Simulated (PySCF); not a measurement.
```xyz
4
charge 0 multiplicity 1, angstrom
S     0.0000   -0.3020   -0.8875
S     0.0000    0.2768    0.9860
H     0.9602    0.3998   -1.5613
H    -0.9602    0.3998   -1.5613
```

Computed with PBE0/[S def2-TZVP, H def2-TZVP], no relativity, density fitting, PySCF.

This geometry of H2SS is a stationary point at this level.

(1) What is the point group?

(2) Is it a minimum?

(3) List the harmonic modes with their infrared intensities.

(4) What are the dipole moment and the gap between the highest occupied and lowest empty levels?

Results:

(1) Cs.

(2) Yes: all harmonic wavenumbers are real.

(3) 
| symmetry | ω (cm⁻¹) | IR (km/mol) |
| --- | --- | --- |
| a' | 591 | 43.4 |
| a'' | 838 | 4.1 |
| a' | 872 | 19.6 |
| a' | 1225 | 41.8 |
| a'' | 2468 | 11.5 |
| a' | 2478 | 97.1 |

(4) 3.87 D and 5.76 eV.

Only a few start shapes were tried, so a lower isomer may exist.
